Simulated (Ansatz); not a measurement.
# CH₃FMg: vertical ionisation energy

An exercise on one series of results from a longer session: the logs are not shown, and one member is left open.

The runs use Ansatz 0.2.0, Gaussian basis; unrestricted cation, the program's frozen cores in correlated methods.

The runs, in order: UKS PBE-D4/def2-TZVPP; UKS r2SCAN-D4/def2-TZVPP; UKS PBE0-D4/def2-TZVPP; UKS B3LYP-D4/def2-TZVPP; UKS wB97X-V/def2-TZVPP; UKS wB97M-V/def2-TZVPP; UKS B2PLYP/def2-TZVPP; UHF-CCSD(T)/def2-TZVPP; UHF-MP2/def2-QZVPP; extrapolation to the limit; then −ε(HOMO) from the neutral's earlier runs with LDA (SPW92), PBE-D4, revPBE-D4, BLYP-D4, r2SCAN-D4, B97M-V, PBE0-D4, B3LYP-D4, r2SCANh-D4, r2SCAN0-D4, HSE06-D4, BHLYP-D4, CAM-B3LYP-D4, LC-ωPBE, ωB97X-V, ωB97M-V.

## Structure used throughout

All runs share one geometry, relaxed beforehand with PBE0-D4 in a triple-zeta def2 set.

SMILES `[CH3][Mg][F]`, 6 atoms, charge 0, spin multiplicity 1.

Atoms are counted from 1 here; the program's logs count them from 0.

Bond lengths: C1–Mg2 2.068 Å, C1–H4 1.094 Å, C1–H5 1.094 Å, C1–H6 1.094 Å, Mg2–F3 1.760 Å. Angles: Mg2–C1–H4 111.4°, Mg2–C1–H5 111.4°, Mg2–C1–H6 111.4°, H4–C1–H5 107.4°, H4–C1–H6 107.4°, H5–C1–H6 107.4°, C1–Mg2–F3 180.0°.

Set-up of the first run:

Contents of in.yaml:

```yaml
crystal:
  periodic: [false, false, false]
  atoms:
    - {symbol: C, position_ang: [0.532353, -0.446796, 0.374981]}
    - {symbol: Mg, position_ang: [-0.855838, 0.705673, -0.636258]}
    - {symbol: F, position_ang: [-2.036835, 1.686017, -1.496519]}
    - {symbol: H, position_ang: [0.136069, -1.440096, 0.604790]}
    - {symbol: H, position_ang: [1.442759, -0.585766, -0.215222]}
    - {symbol: H, position_ang: [0.823393, 0.016968, 1.321929]}
basis:
  gaussian: {orbitals: def2-TZVPP}
total_charge: 1
magnetization: {spin_polarized: true, initial_magnetization: 1}
hamiltonian: {xc: pbe, dispersion: d4}
```

Command:

```
$ ansatz run in.yaml --threads 4 --pin off --events-out ev --progress --plain --max-ram 10444MiB
```

Among the steps run: Cation, UKS PBE-D4/def2-TZVPP; Cation, UKS r2SCAN-D4/def2-TZVPP; Cation, UKS PBE0-D4/def2-TZVPP; Cation, UKS B3LYP-D4/def2-TZVPP; Cation, UKS wB97X-V/def2-TZVPP; Cation, UKS wB97M-V/def2-TZVPP; Cation, UKS B2PLYP (frozen core)/def2-TZVPP; Cation, UHF-CCSD(T)/def2-TZVPP; Cation, UHF-MP2/def2-QZVPP.

One table of the session follows, with a row left open; its other results are not shown here.

It belongs to the step «Ionisation energies side by side». Orbital estimates, from the neutral's runs:

| functional | −ε(HOMO) (eV) |
| --- | --- |
| LDA (SPW92) | 6.58 |
| PBE-D4 | 6.38 |
| revPBE-D4 | 6.28 |
| BLYP-D4 | 6.27 |
| r2SCAN-D4 | 6.53 |
| B97M-V | 6.61 |
| PBE0-D4 | 7.57 |
| B3LYP-D4 | 7.38 |
| r2SCANh-D4 | 6.99 |
| r2SCAN0-D4 | ? |
| HSE06-D4 | 7.16 |
| BHLYP-D4 | 8.69 |
| CAM-B3LYP-D4 | 8.98 |
| LC-ωPBE | 10.30 |
| ωB97X-V | 9.93 |
| ωB97M-V | 9.82 |

Q: Estimate the row for r2SCAN0-D4 from the others.

Worked estimate for «−ε(HOMO) (eV)». Against the share of exact exchange, r2SCAN-D4 (0, 6.53), r2SCANh-D4 (0.1, 6.99) give a slope of 4.60 per unit share; at 0.25 the line stands at 7.68.

As computed: −ε(HOMO) (eV): 7.68. In «−ε(HOMO) (eV)» the line misses by 0.00.

Caveats from the session: The cation may have settled in a state other than its lowest; no search over hole states beyond the program's own was made.
